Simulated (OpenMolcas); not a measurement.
A ladder of methods for HBS (hydrogen boron sulfide)

HBS has 3 atoms, charge 0, and is taken as a singlet. As SMILES, `B=S`. The coordinates come from a PBE0-D4/def2-TZVP relaxation.

```
atom    x (Å)    y (Å)    z (Å)
   B  -0.0387  -0.0146   0.1348
   S   0.3992   0.1476  -1.3933
   H  -0.3605  -0.1331   1.2585
```

Each level gives the energy change with the B1–S2 bond stretched from 1.598 to 2.796 Å (eV). The values are calculated.

```tsv
level	kind	program	value (eV)	less FCI/STO-3G	CPU time (all runs)
HF/STO-3G (restricted)	Hartree–Fock	OpenMolcas	8.31	+0.02	5 s
PBE/STO-3G (restricted)	GGA	OpenMolcas	9.20	+0.91	11 s
r2SCAN/STO-3G (restricted)	meta-GGA	OpenMolcas	9.60	+1.31	13 s
B3LYP/STO-3G (restricted)	global hybrid	OpenMolcas	9.32	+1.03	10 s
PBE0/STO-3G (restricted)	global hybrid	OpenMolcas	9.76	+1.47	9.9 s
B2PLYP/STO-3G (restricted)	double hybrid	OpenMolcas	9.76	+1.47	9.7 s
CASPT2(2,2)/STO-3G	multireference	OpenMolcas	9.71	+1.42	6 s
CISD/STO-3G (restricted)	coupled cluster or CI	OpenMolcas	8.65	+0.36	5.7 s
FCI/STO-3G	exact in the basis	OpenMolcas	8.29	0.00	8.8 s
```

FCI/STO-3G is exact within its basis and frozen core, so for wave-function methods in that basis the difference is their error; functionals converge differently with the basis, so for them it is only a difference. The first shape isn't each level's own minimum. The values span 8.29 to 9.76 eV. All rows use very small basis sets, so none should be taken for the real molecule's value. In so small a basis fixed costs decide the times, and correlated methods can beat functionals. Times are those of the runs behind each value, whatever else they computed, on shared processors of several kinds: orders of magnitude only.
